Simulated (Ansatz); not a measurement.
C4H8O2, SMILES `C=COCOC`. Charge 0, multiplicity 1. The structure was optimised at the PBE0-D4/def2-TZVP level. It is one conformer, not always the lowest.

```xyz
14

C     0.886   -0.684    2.353
C     0.215   -0.869    1.227
O     0.753   -0.609    0.010
C    -0.143   -0.705   -1.070
O    -1.102    0.290   -1.075
C    -0.574    1.582   -1.284
H     1.896   -0.296    2.354
H     0.421   -0.930    3.297
H    -0.807   -1.243    1.212
H     0.491   -0.660   -1.963
H    -0.688   -1.653   -1.032
H     0.087    1.882   -0.465
H    -1.419    2.267   -1.336
H    -0.015    1.628   -2.227
```

Question: What is the dipole moment at PBE/def2-TZVPP? (Estimate.)

Answer: Ansatz gave: 0.99 D, with components (-0.25, 0.31, -0.90) D in this frame, pointing from negative to positive charge.

Question: And with r2SCAN, B3LYP, ωB97M-V? (An estimate is asked.)

Answer: The calculation gave: r2SCAN 1.00 D, B3LYP 0.95 D, ωB97M-V 0.94 D.

Question: Give the Mulliken charges with PBE, ωB97M-V, B3LYP in def2-TZVPP. (Best estimate.)

Answer: The calculation gave: 
```tsv
atom	PBE	ωB97M-V	B3LYP
C1	-0.25	-0.26	-0.27
C2	0.05	0.08	0.07
O3	-0.21	-0.27	-0.28
C4	0.12	0.07	0.16
O5	-0.25	-0.30	-0.31
C6	-0.16	-0.19	-0.14
H7	0.08	0.09	0.10
H8	0.09	0.10	0.10
H9	0.07	0.09	0.09
H10	0.07	0.11	0.09
H11	0.08	0.12	0.09
H12	0.11	0.13	0.11
H13	0.11	0.13	0.12
H14	0.08	0.10	0.08
```

B3LYP here is the variant with VWN-RPA as its local correlation; programs differ in this.
